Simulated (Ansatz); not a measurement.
Isomers of C3H6F2, relaxed with PBE0-D4/def2-TZVP in Ansatz; electronic energies, one conformer each and not always the lowest. Functionals use def2-TZVPP; CBS adds triple-zeta CCSD(T) − MP2 to the MP2 limit of def2-TZVPP and def2-QZVPP.

(1) Order them by energy at frozen-core CCSD(T)/CBS, lowest first. (Estimate.)
A. `CC(F)CF`
B. `CC(C)(F)F`
C. `FCCCF`

(2) How do ωB97M-V, B2PLYP, HF/CBS(def2), PBE-D4 place them (kcal/mol, against `CC(C)(F)F`)? (An estimate is asked.)

Results:

(1) B (0.0 kcal/mol), A (14.5 kcal/mol), C (16.4 kcal/mol).

(2) Computed: 
```csv
isomer,ωB97M-V,B2PLYP,HF/CBS(def2),PBE-D4
`CC(F)CF`,15.0,14.2,13.9,14.2
`FCCCF`,17.1,16.0,15.4,16.2
```
